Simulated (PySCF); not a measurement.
Protons, H atoms and electrons added to or taken from C[SiH3]. Gas-phase values, no solvent. Strings in code marks are SMILES.

The numbers are results of r2SCAN-D4/def2-TZVP run with PySCF, not measurements. 

| species | dipole moment (D) |
|---|---|
| neutral parent (`C[SiH3]`) | 0.86 |
| H atom removed from C1 (`[CH2][SiH3]`) | 0.72 |
| H atom removed from Si2 (`C[SiH2]`) | 0.96 |
